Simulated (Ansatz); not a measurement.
Results of BLYP (Ansatz, a program for electronic structure, plane waves, PAW) for diamond-structure Si.

Settings: plane-wave cutoff 520 eV, 12×12×12 k mesh, perturbation theory, scalar-relativistic PAW data made under PBE.

Cell (relaxed at this level):

```yaml
crystal:
  lattice:
    - [0.00000, 2.76631, 2.76631]
    - [2.76631, 0.00000, 2.76631]
    - [2.76631, 2.76631, 0.00000]
  atoms:
    - { symbol: Si, position: [0.50000, 0.50000, 0.50000] }
    - { symbol: Si, position: [0.75000, 0.75000, 0.75000] }
```

Question: Estimate the high-frequency dielectric constant and zone-centre TO phonon frequency that the calculation returns.

Answer: 
* **high-frequency dielectric constant**: 12.6
* **zone-centre TO phonon frequency**: 489 cm⁻¹

Measured, for comparison: high-frequency dielectric constant 11.8 (300 K, no zero-point or thermal correction, our sources range from 11.7 to 12.1; as tabulated in Skelton et al. (2020), arXiv:2005.00277); zone-centre TO phonon frequency 525 cm⁻¹ (low temperature, zero-point motion not removed; as tabulated in Tanner et al. (2021), arXiv:2110.11888). Computed (rounded) less measured: high-frequency dielectric constant +7 % (+4 % to +8 % over the range), zone-centre TO phonon frequency -7 %.
